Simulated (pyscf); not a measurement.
hydrogen chloride (HCl) + H₂N–Si:–Cl [singlet] → dichlorosilylene (Cl–Si:–Cl) [singlet] + ammonia (NH₃) (four-centre exchange; singlet surface; Cl–H, N–Si broken, Cl–Si, H–N formed). Optimised with ωB97X-D3(BJ)/def2-SVP in PySCF. Correlated levels are frozen-core, on RHF or UHF. ΔMP2 is the change of the MP2 total energy from the triple- to the quadruple-zeta basis. Energies in kcal/mol from the separated reactants.

```csv
level,barrier,reaction energy
ωB97X-D3(BJ)/def2-TZVP,3.4,-4.4
PBE/def2-TZVP,0.8,-5.1
PBE0-D3(BJ)/def2-TZVP,1.3,-4.2
ωB97M-D3(BJ)/def2-TZVP,5.0,-3.5
MP2/def2-QZVPP,4.8,-3.5
CCSD(T)/def2-TZVPP,(withheld),-2.7
CCSD(T)/def2-TZVPP + ΔMP2(QZVPP),(withheld),(withheld)
```

Q: What belongs in the gaps?

A: 
- CCSD(T)/def2-TZVPP, barrier: 7.6
- CCSD(T)/def2-TZVPP + ΔMP2(QZVPP), barrier: 7.3
- CCSD(T)/def2-TZVPP + ΔMP2(QZVPP), reaction energy: -3.1

Of the functionals in the table, ωB97M-D3(BJ) is closest to CCSD(T)/def2-TZVPP + ΔMP2(QZVPP) in the barrier (2.3 kcal/mol apart) and PBE least close (6.4 kcal/mol); that level has limits of its own. On the product side the descent ends in an adduct with a N–Si contact, 26.0 kcal/mol under the separated species and 33.8 kcal/mol under the saddle at ωB97X-D3(BJ)/def2-TZVP. What is counted as broken (N–Si) persists as a longer contact in the product adduct; parting that adduct is a step of its own. One saddle was located; it need not be the lowest between these sides. The CCSD(T) − MP2 part came from Ansatz, without density fitting, on the same reference.
